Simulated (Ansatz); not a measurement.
## Cost against result

Saddle point of CH8Si2, singlet (Si₂H₄ ([SiH][SiH3]) + CH₄ → CH₈Si₂ ([CH3][SiH2][SiH3]); bonds formed: Si1–H3, Si1–C4; bonds broken: H3–C4), PBE0-D4/def2-TZVP structure:

```
11
angstrom
Si -1.1019 0.3161 0.7052
Si 1.2390 0.8579 0.8361
H 0.0354 -0.0892 -0.3651
C -0.9481 -1.1727 -0.7590
H -1.3828 1.4273 -0.2912
H 1.1989 2.1641 1.5481
H 2.0808 1.0576 -0.3829
H 1.9294 -0.1568 1.6766
H -0.6694 -2.0854 -0.2354
H -2.0014 -1.2088 -1.0396
H -0.3801 -1.1101 -1.6927
```

Barriers are electronic and count from the start structure reached by relaxing down the imaginary mode.

Ansatz 0.2.0; basis: as named in each row; cores frozen in the correlated methods. B3LYP uses VWN-RPA correlation. Extrapolation: Hartree–Fock as exp(−7.88 √X), correlation as X^−2.97.

Times are rough, for one single point on 4 threads of a shared host (Arm Neoverse V2).

The estimate by CCSD(T) at an estimated basis limit (MP2 extrapolated from triple and quadruple zeta, plus CCSD(T) − MP2 in triple zeta) is 83.7 kJ/mol.

| method | basis | time (s) | barrier (kJ/mol) | method less estimate |
| --- | --- | --- | --- | --- |
| HF | STO-3G | under 1 | 225.2 | 141.6 |
| PBE-D4 | STO-3G | under 1 | 83.8 | 0.1 |
| SPW92 | def2-SVP | under 1 | 34.9 | -48.8 |
| B3LYP-D4 | 6-31G | under 1 | 137.4 | 53.8 |
| PBE-D4 | def2-SVP | under 1 | 56.6 | -27.0 |
| PBE0-D4 | def2-SVP | under 1 | 69.0 | -14.7 |
| SPW92 | def2-TZVPP | under 1 | 33.5 | -50.2 |
| CCSD(T) | def2-SVP | 1 | 99.6 | 15.9 |
| PBE-D4 | def2-TZVPP | 1 | 55.7 | -28.0 |
| BLYP-D4 | def2-TZVPP | 1 | 80.5 | -3.2 |
| B3LYP-D4 | def2-TZVPP | 1 | 86.9 | 3.3 |
| BHLYP-D4 | def2-TZVPP | 1 | 103.7 | 20.0 |
| CAM-B3LYP-D4 | def2-TZVPP | 2 | 90.4 | 6.8 |
| PBE0-D4 | def2-TZVPP | 2 | 66.4 | -17.2 |
| wB97M-V | def2-SVP | 2 | 83.8 | 0.1 |
| RPA on PBE | def2-TZVPP | 2 | 88.8 | 5.2 |
| r2SCAN-D4 | def2-TZVPP | 3 | 57.8 | -25.9 |
| r2SCAN0-D4 | def2-TZVPP | 3 | 67.6 | -16.0 |
| B2PLYP | def2-TZVPP | 3 | 84.2 | 0.6 |
| PBE-QIDH | def2-TZVPP | 3 | 72.5 | -11.1 |
| wB97X-V | def2-TZVPP | 4 | 84.3 | 0.7 |
| wB97M-V | def2-TZVPP | 5 | 84.1 | 0.5 |
| B97M-V | def2-TZVPP | 6 | 72.5 | -11.1 |
| MP2 | def2-QZVPP | 11 | 68.5 | -15.1 |
| CCSD(T) | def2-TZVPP | 29 | 87.5 | 3.9 |

All methods are single points on the PBE0-D4 structures.

The T1 diagnostic stays at or below 0.014. The restricted Hartree–Fock reference is unstable towards an unrestricted one at one or more of these structures.

Losses and insertions of silylenes and their heavier kin drive the gas-phase chemistry of silicon and germanium vapour deposition.

Labels in which every atom is bracketed show which atoms are joined, not bond orders.
